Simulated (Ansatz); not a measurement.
**CH₄O (triplet): the correlation ladder at distance C1–H5 along a hydrogen transfer = 1.346 Å, cc-pVDZ**

The task here is to estimate one member of a computed series from the others.

Computed with Ansatz 0.2.0, Gaussian basis. Level: cc-pVDZ, core rule «outside noble gas», up to 2 orbitals frozen.

The runs, in order: UHF; CCSD(T) on ROHF; CCSD(T) on UHF; BCCD(T) on ROHF; CISD; CCSDT(Q) on ROHF; CCSDT(Q) on UHF; CASSCF and MRCISD+Q, 4 electrons in 4 orbitals; CASSCF and NEVPT2, 4 electrons in 4 orbitals.

8 further runs of the same task are left out: 2 for a mislabelled method, 6 that didn't finish.

## The geometry

The geometry derives from fragments relaxed apart (PBE0/def2-TZVP) and kept rigid, so it is no stationary point. A hydrogen atom is moved between rigid fragments.

6 atoms, charge 0, spin multiplicity 3.

Atoms are counted from 1 here; the program's logs count them from 0.

Bond lengths: C1–H2 1.090 Å, C1–H3 1.090 Å, C1–H4 1.090 Å, C1–H5 1.346 Å. Angles: H2–C1–H3 109.5°, H2–C1–H4 109.5°, H2–C1–H5 109.5°, H3–C1–H4 109.5°, H3–C1–H5 109.5°, H4–C1–H5 109.5°.

Set-up of the first run:

Contents of in.yaml:

```yaml
crystal:
  periodic: [false, false, false]
  atoms:
    - {symbol: C, position_ang: [-1.345266, 0.000000, 0.000000]}
    - {symbol: H, position_ang: [-1.708471, 1.027301, 0.000000]}
    - {symbol: H, position_ang: [-1.708471, -0.513650, 0.889668]}
    - {symbol: H, position_ang: [-1.708471, -0.513650, -0.889669]}
    - {symbol: H, position_ang: [0.000734, 0.000000, 0.000000]}
    - {symbol: O, position_ang: [1.332734, 0.000000, 0.000000]}
basis:
  gaussian: {orbitals: cc-pVDZ}
magnetization: {spin_polarized: true, initial_magnetization: 2}
hamiltonian: {xc: hf}
output: {orbitals: {seedname: orbitals}}
```

Command:

```sh
ansatz run in.yaml --threads 1 --pin off --events-out ev --progress --plain --max-ram 2393MiB
```

Steps of the session up to this table: UHF; CCSD(T) on ROHF; CCSD(T) on UHF; BCCD(T) on ROHF; CISD; CCSDT(Q) on ROHF; CCSDT(Q) on UHF; CASSCF and MRCISD+Q, 4 electrons in 4 orbitals; CASSCF and NEVPT2, 4 electrons in 4 orbitals.

One table of the session follows, with a row left open; its other results are not shown here.

```
       method  from UCCSDT(Q) (meV)
         ROHF               +9340.1
          UHF               +8953.6
         RMP2               +1358.7
         UMP2               +1331.6
         CISD                +992.4
        RCCSD                +220.1
        UCCSD                +207.9
     RCCSD(T)                 +34.3
     UCCSD(T)                 +33.6
      BCCD(T)                 +35.1
       RCCSDT                 +13.4
       UCCSDT                 +11.5
    RCCSDT(Q)                  +1.2
    UCCSDT(Q)                     0
  CASSCF pair               +8501.8
  NEVPT2 pair               +1172.9
  MRCISD pair                +791.2
MRCISD+Q pair                     ?
```

**Question.** Estimate the row for MRCISD+Q pair.

**Answer.** from UCCSDT(Q) (meV): +105.4. In the column «from UCCSDT(Q) (meV)» it lies between BCCD(T) (+35.1) and UCCSD (+207.9).

Limits of these values: Restricted and unrestricted rows rest on different reference determinants; where their highest levels disagree by more than a few hundredths of an eV, they describe different states and don't form one ladder.
